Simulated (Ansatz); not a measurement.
I need a single point from an input written key by key of C₃H₂Cl₂, SMILES C#CC(Cl)Cl. Use Ansatz's Python interface. Settings: MP2, def2-SVP basis, multiplicity 1.

```yaml
atoms:
  - { symbol: C, position_ang: [1.7678, 0.0392, 0.0543] }
  - { symbol: C, position_ang: [0.5660, 0.0266, 0.0758] }
  - { symbol: C, position_ang: [-0.8982, 0.0125, 0.1073] }
  - { symbol: Cl, position_ang: [-1.4731, -1.6029, -0.3447] }
  - { symbol: Cl, position_ang: [-1.5150, 1.2300, -1.0246] }
  - { symbol: H, position_ang: [2.8335, 0.0486, 0.0275] }
  - { symbol: H, position_ang: [-1.2810, 0.2461, 1.1044] }
```

The script, `c3h2cl2.py`:
```python
# -*- coding: utf-8 -*-
import ansatz as az
import numpy as np
import pandas as pd

DECK = """
crystal:
  periodic: [false, false, false]
  atoms:
    - { symbol: C, position_ang: [1.7678, 0.0392, 0.0543] }
    - { symbol: C, position_ang: [0.566, 0.0266, 0.0758] }
    - { symbol: C, position_ang: [-0.8982, 0.0125, 0.1073] }
    - { symbol: Cl, position_ang: [-1.4731, -1.6029, -0.3447] }
    - { symbol: Cl, position_ang: [-1.515, 1.23, -1.0246] }
    - { symbol: H, position_ang: [2.8335, 0.0486, 0.0275] }
    - { symbol: H, position_ang: [-1.281, 0.2461, 1.1044] }
basis:
  gaussian: { orbitals: def2-SVP, nuclear_model: gaussian }
correlation:
  method: mp2
output:
  forces: true
"""

session = az.Session.from_yaml(DECK)
rep = session.plan(threads=1).execute().report

print(f"E = {rep['free_energy_ev']:.6f} eV = {rep['free_energy_ev'] / 27.211386246:.7f} Ha")
print("converged:", rep["converged"], " doubts:", rep["published_state_doubts"] or "none")
symbols = ["C", "C", "C", "Cl", "Cl", "H", "H"]
print("correlation energy", round(rep["free_energy_ev"] - rep["reference_energy_ev"], 5), "eV")
cluster = rep["correlation"].get("coupled_cluster")
if cluster:
    print("cycles", cluster["cycles"], " T1 diagnostic", round(cluster["t1_diagnostic"], 4), " largest double", round(cluster["largest_double"], 4))
field = rep["mean_field"]
print("<S^2> =", round(abs(field["state"]["spin_squared"]), 4), " all-electron relativity setting:", field["relativity"])
print("passes:", field["passes"])
if "symmetry" in field:
    print("occupied orbitals by irrep:", field["symmetry"]["occupied"])

print("forces (eV/A)")
for symbol, f in zip(symbols, rep["forces_ev_ang"]):
    print(f"  {symbol:2s} {f[0]:9.4f} {f[1]:9.4f} {f[2]:9.4f}")
charges = rep["charge_distribution"]
table = pd.DataFrame({"atom": symbols, "mulliken": charges["mulliken_charges_e"], "lowdin": charges["lowdin_charges_e"]})
print(table.round(3).to_string())
print("dipole (e A):", np.round(charges["dipole_moment_e_ang"], 4) + 0.0)
```

Running `python c3h2cl2.py` prints:
```text
E = -28135.293062 eV = -1033.9529493 Ha
converged: True  doubts: none
correlation energy -17.82904 eV
<S^2> = 0.0  all-electron relativity setting: none
passes: {'evaluations': 11, 'products': 39}
occupied orbitals by irrep: [{'A': 27}, {'A': 27}]
forces (eV/A)
  C     2.0636    0.0300   -0.0027
  C    -2.5664    0.0109    0.2044
  C     0.6890   -0.0817   -0.3763
  Cl   -0.2011   -0.2493    0.1060
  Cl   -0.2095    0.2658   -0.0184
  H     0.3178    0.0030   -0.0068
  H    -0.0934    0.0212    0.0939
  atom  mulliken  lowdin
0    C    -0.345  -0.002
1    C     0.268  -0.159
2    C     0.063  -0.245
3   Cl    -0.087   0.194
4   Cl    -0.087   0.194
5    H     0.062   0.030
6    H     0.127  -0.012
dipole (e A): [0.2197 0.0612 0.2412]
```

The settings weren't tested for convergence. The geometry is a force-field or estimated start, not a minimum of this method, and the basis set is short of its limit. The Löwdin charges here are taken after orthogonalising the functions within each atom; they differ from plain Löwdin charges, and their signs can be unphysical. The whole script took 2.7 s on 1 thread of Intel(R) Xeon(R) Platinum 8488C (Sapphire Rapids) (shared host), peak memory 0.27 GiB.

(A comment or docstring line of the script was reworded after the run, the code is as it ran; lines on the test bed's own set-up are left out of the output.)
